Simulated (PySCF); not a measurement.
Dimethylamine, C2H7N, SMILES CNC, point group Cs.

Level: PBE0/pcSseg-1 in PySCF (density fitting, grid level 2); geometry and Hessian at that level, cubic constants and property derivatives from steps of ±0.6 along each species' dimensionless normal coordinates, second-order vibrational perturbation theory. The parent has the commonest isotopes.

Equilibrium geometry (Å):

| atom | x | y | z |
| --- | --- | --- | --- |
| C1 | 1.1608 | 0.3625 | 0.0374 |
| N2 | 0.0438 | -0.2085 | -0.6790 |
| C3 | -1.1959 | -0.1652 | 0.0615 |
| H4 | 2.0754 | 0.2603 | -0.5566 |
| H5 | 1.3442 | -0.0847 | 1.0345 |
| H6 | 0.9900 | 1.4361 | 0.1884 |
| H7 | 0.2559 | -1.1673 | -0.9355 |
| H8 | -1.4965 | 0.8793 | 0.2135 |
| H9 | -1.1514 | -0.6432 | 1.0603 |
| H10 | -1.9909 | -0.6507 | -0.5147 |

Problem. Give the equilibrium and ground-state rotational constants (MHz) of parent; ²H at 4; ²H at 7; ¹⁵N at 2, ²H at 4; ²H at 6.

Solution. 
| species | Ae | Be | Ce | A0 | B0 | C0 | Δ0 (u Å²) | harmonic ZPE (cm⁻¹) |
| --- | --- | --- | --- | --- | --- | --- | --- | --- |
| parent | 35063 | 9356.9 | 8279.3 | 34848 | 9245.8 | 8180.2 | -7.382 | 20330 |
| ²H at 4 | 34708 | 8668.5 | 7718.3 | 34470 | 8568.9 | 7630.1 | -7.404 | 19621 |
| ²H at 7 | 30889 | 9302 | 8064.1 | 30682 | 9196.2 | 7968.2 | -8.002 | 19556 |
| ¹⁵N at 2, ²H at 4 | 34053 | 8667.3 | 7686.1 | 33832 | 8568.5 | 7599.2 | -7.414 | 19590 |
| ²H at 6 | 31775 | 8982.4 | 7947.2 | 31577 | 8877.8 | 7853.6 | -8.581 | 19625 |

Δ0 = Ic − Ia − Ib from the ground-state constants.

Problem. How is the parent's vibrational correction B0 − Be made up?

Solution. 
```csv
axis,harmonic,Coriolis,cubic,total (MHz)
a,129,-212,-132,-215
b,18.5,-12.8,-117,-111
c,10.8,-7.76,-102,-99.1
```

Problem. And its quartic centrifugal distortion constants from the harmonic force field?

Solution. Asymmetric top, A reduction, Ir representation: ΔJ = 8.15 kHz, ΔJK = -37.2 kHz, ΔK = 266 kHz, δJ = 1.58 kHz, δK = -1.62 kHz.

A mode lies under 250 cm⁻¹, where this perturbation treatment is rough. Internal rotors are held in one well.
